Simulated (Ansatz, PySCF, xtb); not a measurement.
Bond stretch in NaCl, singlet.

Levels of theory: UKS-BP86/6-31G* = unrestricted BP86/6-31G*, spherical d (PySCF); GFN1-xTB (xtb); UKS-B3LYP/LANL2DZ = unrestricted B3LYP/LANL2DZ, with its core potentials past Ne in PySCF; FCI = full CI/cc-pVDZ, frozen core (Ansatz, a first-principles code).

Energies relative to the lowest point of each curve near equilibrium, in kJ/mol; the last columns give the difference from FCI:

```tsv
R / Å	UKS-BP86/6-31G*	GFN1-xTB	UKS-B3LYP/LANL2DZ	FCI	UKS-BP86/6-31G* − FCI	GFN1-xTB − FCI	UKS-B3LYP/LANL2DZ − FCI
1.90	141.9	101.7	185.4	160.2	-18.2	-58.5	25.2
2.04	58.0	28.7	82.7	66.5	-8.5	-37.8	16.2
2.12	30.5	10.6	47.0	35.6	-5.1	-25.0	11.4
2.20	13.3	2.2	23.4	16.0	-2.7	-13.8	7.4
2.28	3.8	0.0	9.1	4.9	-1.1	-4.9	4.2
2.36	0.0	1.7	1.8	0.0	0.0	1.7	1.8
2.46	1.2	7.1	0.0	0.2	1.0	6.8	-0.2
2.49	2.5	9.2	0.7	1.4	1.2	7.8	-0.7
2.61	11.2	19.1	7.5	9.4	1.8	9.6	-1.9
2.76	27.2	33.4	22.2	25.1	2.0	8.3	-2.9
2.90	44.7	48.0	39.1	43.1	1.6	4.9	-4.0
3.19	83.4	79.7	77.3	84.5	-1.1	-4.8	-7.3
3.48	120.4	111.4	114.8	126.4	-6.0	-15.0	-11.5
3.91	167.4	155.1	165.0	183.2	-15.8	-28.1	-18.2
4.20	193.0	181.9	193.9	216.8	-23.8	-34.9	-22.9
4.75	226.7	226.1	233.5	269.9	-43.2	-43.8	-36.4
5.19	243.7	254.9	253.2	303.0	-59.4	-48.1	-49.9
5.73	257.6	283.1	269.2	333.9	-76.3	-50.8	-64.7
6.40	268.5	308.9	282.3	355.1	-86.6	-46.2	-72.9
7.14	276.3	—	291.7	358.9	-82.7	—	-67.2
```

UKS-BP86/6-31G* is furthest from FCI at 6.40 (-86.6 kJ/mol, below); its mean absolute difference over the points is 21.9 kJ/mol.

GFN1-xTB is furthest from FCI at 1.90 (-58.5 kJ/mol, below); its mean absolute difference over the points is 23.7 kJ/mol.

UKS-B3LYP/LANL2DZ is furthest from FCI at 6.40 (-72.9 kJ/mol, below); its mean absolute difference over the points is 21.3 kJ/mol.

A dash means that the run gave no value there, or that the column was ended at a point which the program doubted or which failed a test of continuity chosen for this set; such a test can also cut sound points.

The scan ran from 1.90 to 9.47 Å; beyond the distances shown full CI changes its symmetry label. The unrestricted determinant behind UKS-BP86/6-31G* is spin-contaminated at 4.20 to 7.14 Å (<S²> up to 0.5, against 0.00 for a pure singlet). The unrestricted determinant behind UKS-B3LYP/LANL2DZ is spin-contaminated at 4.75 to 7.14 Å (<S²> up to 0.5, against 0.00 for a pure singlet).
